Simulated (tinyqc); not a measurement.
UHF in the sto-3g basis, for H2F+, spin multiplicity 1, step by step. One step of it, computed by the program tinyqc.

Question. Iteration 1: building the Fock matrix. J_ij = sum D_kl (ij|kl) with D = D(alpha) + D(beta), K_ij = sum D_kl (ik|jl) for each spin; F = H + J - K(s); E = tr D H + tr D J / 2 - 0.5 sum_s tr D(s) K(s) + E_nn.

D(alpha) at the start, lower triangle:
```
            1F 1s      1F 2s     1F 2px     1F 2py     1F 2pz     2H 1s     3H 1s
1F 1s    1.062936
1F 2s   -0.269744   1.162589
1F 2px   0.015866  -0.132830   0.584984
1F 2py   0.000000   0.000000   0.000000   1.046486
1F 2pz  -0.009951   0.059449  -0.061913   0.000000   1.034075
2H 1s    0.029261  -0.162173   0.352719  -0.084812  -0.097680  0.228671
3H 1s    0.029261  -0.162173   0.352719   0.084812  -0.097680  0.214924  0.228671
```

D(beta) at the start, lower triangle:
```
            1F 1s      1F 2s     1F 2px     1F 2py     1F 2pz     2H 1s     3H 1s
1F 1s    1.062936
1F 2s   -0.269744   1.162589
1F 2px  -0.015866   0.132830   0.584984
1F 2py   0.000000   0.000000   0.000000   1.046486
1F 2pz  -0.009951   0.059449   0.061913   0.000000   1.034075
2H 1s    0.029261  -0.162173  -0.352719  -0.084812  -0.097680  0.228671
3H 1s    0.029261  -0.162173  -0.352719   0.084812  -0.097680  0.214924  0.228671
```

core Hamiltonian H = T + V (hartree), lower triangle:
```
             1F 1s       1F 2s     1F 2px     1F 2py     1F 2pz      2H 1s      3H 1s
1F 1s   -40.863509
1F 2s    -9.589222  -11.341355
1F 2px    0.000000    0.000000  -9.005224
1F 2py    0.000000    0.000000   0.000000  -9.064365
1F 2pz   -0.010200   -0.127138   0.000000   0.000000  -9.046635
2H 1s    -0.885127   -2.230285   0.000000  -1.228147  -1.055109  -4.472047
3H 1s    -0.885127   -2.230285   0.000000   1.228147  -1.055109  -0.780997  -4.472047
```

Two-electron integrals (ij|kl) in chemists' order, unique and non-zero (hartree):
```
(11|11) 5.403501    (21|11) 0.841920    (21|21) 0.156299    (22|11) 1.268028
(22|21) 0.292344    (22|22) 0.926167    (31|31) 0.027998    (32|31) 0.043169
(32|32) 0.204588    (33|11) 1.264502    (33|21) 0.292403    (33|22) 0.925959
(33|33) 0.997514    (41|41) 0.027998    (42|41) 0.043169    (42|42) 0.204588
(43|43) 0.053770    (44|11) 1.264502    (44|21) 0.292403    (44|22) 0.925959
(44|33) 0.889973    (44|44) 0.997514    (51|51) 0.027998    (52|51) 0.043169
(52|52) 0.204588    (53|53) 0.053770    (54|54) 0.053770    (55|11) 1.264502
(55|21) 0.292403    (55|22) 0.925959    (55|33) 0.889973    (55|44) 0.889973
(55|55) 0.997514    (61|11) 0.077935    (61|21) 0.014358    (61|22) 0.026729
(61|33) 0.026690    (61|41) 0.000433    (61|42) 0.000819    (61|44) 0.026762
(61|51) 0.000362    (61|52) 0.000685    (61|54) 0.000060    (61|55) 0.026741
(61|61) 0.001332    (62|11) 0.218572    (62|21) 0.051160    (62|22) 0.183475
(62|33) 0.180710    (62|41) 0.002646    (62|42) 0.021637    (62|44) 0.185481
(62|51) 0.002214    (62|52) 0.018105    (62|54) 0.003992    (62|55) 0.184050
(62|61) 0.004773    (62|62) 0.046670    (63|31) 0.005095    (63|32) 0.031190
(63|43) 0.004425    (63|53) 0.003703    (63|63) 0.006603    (64|11) 0.120876
(64|21) 0.028635    (64|22) 0.110015    (64|33) 0.105491    (64|41) 0.006377
(64|42) 0.043313    (64|44) 0.117044    (64|51) 0.001073    (64|52) 0.010144
(64|54) 0.005965    (64|55) 0.107384    (64|61) 0.002769    (64|62) 0.034454
(64|64) 0.031900    (65|11) 0.101146    (65|21) 0.023961    (65|22) 0.092058
(65|33) 0.088272    (65|41) 0.001073    (65|42) 0.010144    (65|44) 0.090534
(65|51) 0.005992    (65|52) 0.039678    (65|54) 0.006318    (65|55) 0.097262
(65|61) 0.002317    (65|62) 0.028831    (65|64) 0.021168    (65|65) 0.024316
(66|11) 0.414562    (66|21) 0.098579    (66|22) 0.408845    (66|33) 0.396630
(66|41) 0.005656    (66|42) 0.066363    (66|44) 0.417985    (66|51) 0.004732
(66|52) 0.055531    (66|54) 0.017869    (66|55) 0.411583    (66|61) 0.009228
(66|62) 0.140679    (66|64) 0.121467    (66|65) 0.101641    (66|66) 0.774606
(71|11) 0.077935    (71|21) 0.014358    (71|22) 0.026729    (71|33) 0.026690
(71|41) -0.000433   (71|42) -0.000819   (71|44) 0.026762    (71|51) 0.000362
(71|52) 0.000685    (71|54) -0.000060   (71|55) 0.026741    (71|61) 0.001317
(71|62) 0.004662    (71|64) 0.002511    (71|65) 0.002265    (71|66) 0.008982
(71|71) 0.001332    (72|11) 0.218572    (72|21) 0.051160    (72|22) 0.183475
(72|33) 0.180710    (72|41) -0.002646   (72|42) -0.021637   (72|44) 0.185481
(72|51) 0.002214    (72|52) 0.018105    (72|54) -0.003992   (72|55) 0.184050
(72|61) 0.004662    (72|62) 0.038027    (72|64) 0.019445    (72|65) 0.022795
(72|66) 0.093006    (72|71) 0.004773    (72|72) 0.046670    (73|31) 0.005095
(73|32) 0.031190    (73|43) -0.004425   (73|53) 0.003703    (73|63) 0.005201
(73|73) 0.006603    (74|11) -0.120876   (74|21) -0.028635   (74|22) -0.110015
(74|33) -0.105491   (74|41) 0.006377    (74|42) 0.043313    (74|44) -0.117044
(74|51) -0.001073   (74|52) -0.010144   (74|54) 0.005965    (74|55) -0.107384
(74|61) -0.002511   (74|62) -0.019445   (74|64) -0.005005   (74|65) -0.011470
(74|66) -0.044784   (74|71) -0.002769   (74|72) -0.034454   (74|74) 0.031900
(75|11) 0.101146    (75|21) 0.023961    (75|22) 0.092058    (75|33) 0.088272
(75|41) -0.001073   (75|42) -0.010144   (75|44) 0.090534    (75|51) 0.005992
(75|52) 0.039678    (75|54) -0.006318   (75|55) 0.097262    (75|61) 0.002265
(75|62) 0.022795    (75|64) 0.011470    (75|65) 0.018720    (75|66) 0.061408
(75|71) 0.002317    (75|72) 0.028831    (75|74) -0.021168   (75|75) 0.024316
(76|11) 0.069179    (76|21) 0.016386    (76|22) 0.065412    (76|33) 0.064035
(76|44) 0.065025    (76|51) 0.001042    (76|52) 0.010862    (76|55) 0.067110
(76|61) 0.001517    (76|62) 0.017565    (76|64) 0.011476    (76|65) 0.012468
(76|66) 0.063022    (76|71) 0.001517    (76|72) 0.017565    (76|74) -0.011476
(76|75) 0.012468    (76|76) 0.009121    (77|11) 0.414562    (77|21) 0.098579
(77|22) 0.408845    (77|33) 0.396630    (77|41) -0.005656   (77|42) -0.066363
(77|44) 0.417985    (77|51) 0.004732    (77|52) 0.055531    (77|54) -0.017869
(77|55) 0.411583    (77|61) 0.008982    (77|62) 0.093006    (77|64) 0.044784
(77|65) 0.061408    (77|66) 0.272166    (77|71) 0.009228    (77|72) 0.140679
(77|74) -0.121467   (77|75) 0.101641    (77|76) 0.063022    (77|77) 0.774606
```

nuclear repulsion = 7.81989219 hartree

Give: Coulomb J; exchange K(alpha); exchange K(beta); F(alpha); F(beta); total energy of this density.

Answer.

Coulomb J (hartree), lower triangle:
```
         1F 1s  1F 2s  1F 2px  1F 2py  1F 2pz  2H 1s  3H 1s
1F 1s   20.281
1F 2s    3.863  9.522
1F 2px   0.000  0.000   9.445
1F 2py   0.000  0.000   0.000   9.549
1F 2pz   0.006  0.046   0.000   0.000   9.545
2H 1s    0.355  1.850   0.000   1.101   0.931  4.192
3H 1s    0.355  1.850   0.000  -1.101   0.931  0.659  4.192
```

exchange K(alpha) (hartree), lower triangle:
```
         1F 1s  1F 2s  1F 2px  1F 2py  1F 2pz  2H 1s  3H 1s
1F 1s    5.546
1F 2s    0.957  1.541
1F 2px  -0.002  0.005   0.922
1F 2py   0.000  0.000   0.000   1.318
1F 2pz   0.000  0.007   0.006   0.000   1.318
2H 1s    0.093  0.273   0.133   0.126   0.112  0.234
3H 1s    0.093  0.273   0.133  -0.126   0.112  0.108  0.234
```

exchange K(beta) (hartree), lower triangle:
```
        1F 1s   1F 2s  1F 2px  1F 2py  1F 2pz  2H 1s  3H 1s
1F 1s   5.546
1F 2s   0.957   1.541
1F 2px  0.002  -0.005   0.922
1F 2py  0.000   0.000   0.000   1.318
1F 2pz  0.000   0.007  -0.006   0.000   1.318
2H 1s   0.093   0.273  -0.133   0.126   0.112  0.234
3H 1s   0.093   0.273  -0.133  -0.126   0.112  0.108  0.234
```

F(alpha) (hartree), lower triangle:
```
          1F 1s   1F 2s  1F 2px  1F 2py  1F 2pz   2H 1s   3H 1s
1F 1s   -26.129
1F 2s    -6.683  -3.360
1F 2px    0.002  -0.005  -0.482
1F 2py    0.000   0.000   0.000  -0.834
1F 2pz   -0.005  -0.088  -0.006   0.000  -0.819
2H 1s    -0.623  -0.653  -0.133  -0.253  -0.237  -0.514
3H 1s    -0.623  -0.653  -0.133   0.253  -0.237  -0.230  -0.514
```

F(beta) (hartree), lower triangle:
```
          1F 1s   1F 2s  1F 2px  1F 2py  1F 2pz   2H 1s   3H 1s
1F 1s   -26.129
1F 2s    -6.683  -3.360
1F 2px   -0.002   0.005  -0.482
1F 2py    0.000   0.000   0.000  -0.834
1F 2pz   -0.005  -0.088   0.006   0.000  -0.819
2H 1s    -0.623  -0.653   0.133  -0.253  -0.237  -0.514
3H 1s    -0.623  -0.653   0.133   0.253  -0.237  -0.230  -0.514
```

total energy of this density = -98.03668 hartree

This density is the starting one.
